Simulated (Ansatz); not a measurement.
# SiNH4 (SMILES [NH][SiH3]): UCCSDTQ/STO-3G

Aim: the energy change on altering one bond length of SiNH4 at UCCSDTQ/STO-3G, from 2 runs. 

The calculation is run with Ansatz 0.2.0.

46 further runs of the same task are left out: 46 set aside as unsound or not needed.

### 1 The system as given

SiNH4: 6 atoms, total charge 0, spin state doublet. SMILES: `[NH][SiH3]`. Geometry: relaxed at PBE0-D4/def2-TZVP.

Bond lengths: N1–Si2 1.753 Å, N1–H3 1.023 Å, Si2–H4 1.491 Å, Si2–H5 1.491 Å, Si2–H6 1.481 Å. Angles: N1–Si2–H4 110.8°, N1–Si2–H5 109.1°, N1–Si2–H6 109.3°, Si2–N1–H3 111.9°, H4–Si2–H5 108.6°, H4–Si2–H6 109.5°, H5–Si2–H6 109.5°.

### 2 A single-point energy at UCCSDTQ/STO-3G

Input file job.yaml:

```yaml
basis:
  gaussian: {orbitals: STO-3G}
crystal:
  periodic: [false, false, false]
  atoms:
    - {symbol: N, position_ang: [0.592100, -0.835200, 0.909500]}
    - {symbol: Si, position_ang: [-0.203700, 0.347600, -0.110000]}
    - {symbol: H, position_ang: [0.922800, -1.640700, 0.372700]}
    - {symbol: H, position_ang: [-1.310600, -0.282300, -0.885500]}
    - {symbol: H, position_ang: [0.789500, 0.911800, -1.068900]}
    - {symbol: H, position_ang: [-0.748100, 1.434800, 0.736200]}
magnetization: {spin_polarized: true, initial_magnetization: 1}
correlation: {method: ccsdtq, frozen_orbitals: {H: 0, "N": 1, Si: 5}}
accuracy: high
scf: {omitted_lower_state_checks: [cluster_reference, increment]}
```

Started as:

```
$ ansatz run job.yaml --threads 1 --pin off --max-ram 2610MiB --events-out events.jsonl --progress --plain --runs-dir runs
```

Standard output, shortened:

```text
Warning: RAYON_NUM_THREADS=1 ignored (pool sized by the plan → 1); use --threads N
Functional definition: HF
  name "HF"
[...]
314 factors; integrals over basis functions are off by at most 1.1e-8 eV
[...]
mean field -9296.11885246 eV, -341.6260666921 hartree, gradient 6.8e-8 eV, S^2 0.758828; 0 other end points of the search recorded, 0 dependent functions left out
6 core orbitals not correlated: weight in the atoms' cores, before any rotation towards them, 1.000 or more for the frozen orbitals, at most 0.000 for the correlated occupied ones
reference -9296.11885246 eV, -341.6260666921 hartree; 7, 6 occupied and 5, 6 virtual orbitals, 314 factors
second order -1.86492062 eV of doubles, -0.00000000 eV of singles
cycle   1  -2.39752636 eV  change   -5.3e-1 eV  update   6.2e-2
[...]
cycle  29  -2.74332308 eV  change   2.2e-10 eV  update   1.2e-9
Total energy: -9298.86217554 eV, -341.7268819559 hartree
Checks for a lower state left out: cluster_reference, increment
```

Run time: 34 s. Hardware: 1 thread of Arm Neoverse V1, shared host; peak memory 0.26 GiB.

### 3 The distorted shape at the same level

Input file in.yaml:

```yaml
crystal:
  periodic: [false, false, false]
  atoms:
    - {symbol: N, position_ang: [0.791059, -1.130913, 1.164386]}
    - {symbol: Si, position_ang: [-0.203700, 0.347600, -0.110000]}
    - {symbol: H, position_ang: [1.121759, -1.936413, 0.627586]}
    - {symbol: H, position_ang: [-1.310600, -0.282300, -0.885500]}
    - {symbol: H, position_ang: [0.789500, 0.911800, -1.068900]}
    - {symbol: H, position_ang: [-0.748100, 1.434800, 0.736200]}
basis:
  gaussian:
    orbitals: STO-3G
magnetization:
  spin_polarized: true
  initial_magnetization: 1
correlation:
  method: ccsdtq
  frozen_orbitals: {H: 0, "N": 1, Si: 5}
accuracy: high
scf:
  omitted_lower_state_checks: [cluster_reference, increment]
```

Started as:

```
$ ansatz run in.yaml --threads 1 --pin off --max-ram 2610MiB --events-out events.jsonl --progress --plain --runs-dir runs
```

Standard output, shortened:

```text
Warning: RAYON_NUM_THREADS=1 ignored (pool sized by the plan → 1); use --threads N
Functional definition: HF
  name "HF"
[...]
308 factors; integrals over basis functions are off by at most 1.1e-8 eV
[...]
mean field -9294.78860285 eV, -341.5771809207 hartree, gradient 4.5e-8 eV, S^2 0.964283; 0 other end points of the search recorded, 0 dependent functions left out
6 core orbitals not correlated: weight in the atoms' cores, before any rotation towards them, 1.000 or more for the frozen orbitals, at most 0.000 for the correlated occupied ones
reference -9294.78860285 eV, -341.5771809207 hartree; 7, 6 occupied and 5, 6 virtual orbitals, 308 factors
second order -1.89246681 eV of doubles, -0.00000000 eV of singles
cycle   1  -2.49950120 eV  change   -6.1e-1 eV  update   7.8e-2
[...]
cycle  32  -3.15687989 eV  change  -1.8e-10 eV  update   1.2e-9
Total energy: -9297.94548274 eV, -341.6931941169 hartree
Checks for a lower state left out: cluster_reference, increment
```

Run time: 35 s. Hardware: 1 thread of Arm Neoverse V1, shared host; peak memory 0.26 GiB.

### 4 What came out

At UCCSDTQ/STO-3G, 6 core orbitals frozen:

| quantity | value |
| --- | --- |
| first shape: total energy | -341.72688 Eh |
| first shape: correlation energy (6 core orbitals frozen) | -100.8 mEh |
| first shape: ⟨S²⟩ of the reference determinant | 0.759 |
| first shape: T1 diagnostic | 0.008 |
| distorted shape: total energy | -341.69319 Eh |
| distorted shape: correlation energy (6 core orbitals frozen) | -116.0 mEh |
| distorted shape: ⟨S²⟩ of the reference determinant | 0.964 |
| distorted shape: T1 diagnostic | 0.040 |
| energy change with the N1–Si2 bond stretched from 1.753 to 2.191 Å | 0.917 eV |

With the N1–Si2 bond stretched from 1.753 to 2.191 Å the energy rises by 0.92 eV (88.4 kJ/mol). The first shape isn't relaxed at this level, so the change isn't measured from a minimum. The minimal basis adds a large error of its own. ⟨S²⟩ (distorted shape) is 0.96 where a pure doublet has 0.75: the reference is spin-contaminated.
